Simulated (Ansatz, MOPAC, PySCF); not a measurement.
Isomers of C4H8. Isolated molecules, 0 K electronic values unless said otherwise. One relaxed conformer stands for each flexible species; it need not be the lowest. Strings in code marks are SMILES.

Quantity: vertical ionisation energy (energy after one electron is removed minus that of the parent at the parent's geometry), in eV.

Level 1: frozen-core MP2/cc-pVTZ // CAM-B3LYP-D3(BJ)/def2-TZVP (Ansatz, a program for electronic structure)
Level 2: PBE/6-31G* // CAM-B3LYP-D3(BJ)/def2-TZVP (PySCF)
Level 3: SVWN5/6-31G* // CAM-B3LYP-D3(BJ)/def2-TZVP (PySCF)
Level 4: minus the HOMO energy of PM7 // CAM-B3LYP-D3(BJ)/def2-TZVP (MOPAC)

| species | level 1 | level 2 | level 3 | level 4 |
|---|---|---|---|---|
| `C/C=C\C` | ___ | 8.88 | 9.05 | 9.66 |
| `C/C=C/C` | ___ | 8.87 | ___ | 9.67 |
| `C=C(C)C` | 9.62 | 9.05 | 9.25 | 9.79 |

**Question.** What belongs in the gaps?

**Answer.** 
- `C/C=C\C`, level 1: 9.51
- `C/C=C/C`, level 1: 9.52
- `C/C=C/C`, level 3: 9.03
